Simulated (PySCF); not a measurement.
## Relaxation of singlet SO₂

Level of theory: TPSS/[S def2-TZVP, O def2-TZVP], no relativity, density fitting, PySCF. A (50,194) grid was used.

A start displaced from a saddle point along its imaginary mode, of C2v symmetry, held to at least that symmetry:

```xyz
3
charge 0 multiplicity 1, angstrom
S     0.0000    0.1200    0.0000
O     0.0000   -0.1199    1.4794
O     0.0000   -0.1199   -1.4794
```

Optimiser trace:
| step | E − E(last) (kJ/mol) | largest gradient (Eh/bohr) |
| --- | --- | --- |
| 0 | 183.24 | 0.07830 |
| 1 | 58.97 | 0.05467 |
| 2 | 19.94 | 0.07654 |
| 3 | 2.35 | 0.02640 |
| 4 | 0.16 | 0.00515 |
| 5 | 0.00 | 0.00059 |
| 6 | 0.00 | 0.00004 |

It ends at C2v with S–O 1.454 Å (×2); O–S–O 118.9°. No frequency check is given, so it may be a saddle point.

Final geometry:
Z-matrix (Å, degrees; charge 0 multiplicity 1):
```
S
O  1 1.4541
O  1 1.4541 2 118.90
```

The relaxation took of the order of 19 core-seconds on a shared host.
